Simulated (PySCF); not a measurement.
These are TPSSh-D3(BJ)/def2-TZVP // PBE0-D3(BJ)/def2-TZVP (PySCF) values and carry that method's errors. Isolated molecules, 0 K electronic values unless said otherwise. 

Reference species (SMILES): `C` (neutral, multiplicity 1).

```yaml
HOMO–LUMO gap: 11.68 eV
```

Changed species: `[SnH4]`.

Task: What does the change do to the HOMO–LUMO gap?

Result: the HOMO–LUMO gap falls by 2.77 eV, to 8.91 eV.
